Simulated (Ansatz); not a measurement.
**Stretch profile**

C2H6 (SMILES CC), singlet, at its PBE0-D4/def2-TZVP minimum:

```xyz
8
angstrom
C -0.3268 0.1322 -0.6725
C 0.3268 -0.1322 0.6725
H 0.0705 -0.5296 -1.4459
H -1.4071 -0.0257 -0.6290
H -0.1586 1.1602 -1.0024
H -0.0704 0.5296 1.4459
H 1.4071 0.0256 0.6289
H 0.1585 -1.1601 1.0025
```

The bond length C2–H6 (1.093 Å at the minimum) is set to the values below, the two halves moving rigidly along the bond. Each method's energies count from its own value at the PBE0-D4 minimum structure. Program: Ansatz 0.2.0. Basis: def2-TZVPP. Cores are frozen in the correlated methods. B3LYP uses VWN-RPA correlation.

| bond length (Å) | CCSD(T) (kcal/mol) | wB97M-V (kcal/mol) | B3LYP-D4 (kcal/mol) | PBE-D4 (kcal/mol) |
| --- | --- | --- | --- | --- |
| 0.896 | 21.83 | 21.37 | 21.39 | 22.74 |
| 0.942 | 11.56 | 11.25 | 11.30 | 12.30 |
| 1.009 | ? | 2.93 | 2.98 | 3.51 |
| 1.088 | 0.01 | 0.00 | 0.00 | 0.03 |
| 1.176 | 2.28 | 2.40 | 2.28 | 1.81 |
| 1.270 | ? | 8.92 | 8.60 | 7.65 |
| 1.370 | 17.80 | 18.32 | 17.63 | 16.23 |
| 1.475 | 28.55 | 29.47 | 28.10 | 26.35 |
| 1.584 | ? | 41.45 | 39.56 | 37.36 |

(1) Fill in the withheld CCSD(T) values. (To be estimated.)

(1) Computed: 3.07 kcal/mol at 1.009 Å; 8.64 kcal/mol at 1.270 Å; 39.92 kcal/mol at 1.584 Å. These count from the CCSD(T) energy at the PBE0-D4 minimum.

Minimum and curvature along this coordinate at CCSD(T): A fifth-order fit through the nearest points gives 1.092 Å, with a curvature of about 33 eV/Å².

Treat the two halves as rigid bodies and work out the harmonic wavenumber of this stretch from that curvature (ν̃ = 521.5 √(k/μ) cm⁻¹ with k in eV/Å² and μ in u).

The halves weigh 29.06 and 1.01 u, so μ = 29.06 × 1.01/30.07 = 0.976 u and ν̃ = 521.5 √(33/0.976) ≈ 3000 cm⁻¹. A true normal mode mixes in other motions, so this is a guide only.

Largest difference from the CCSD(T) curve over the scan: r2SCAN-D4 0.17; PBE0-D4 0.95; HF 5.42; MP2 2.95 kcal/mol. Each curve counts from its own value at the minimum.

No T1 diagnostic of these runs exceeds 0.012.

For scale, one of the runs: CCSD(T)/def2-TZVPP, 146 basis functions (an equivalent command: `ansatz run in.yaml --threads 2`). Hardware: 2 CPU threads, shared host. Wall time 14 s; peak host memory 0.9 GiB.
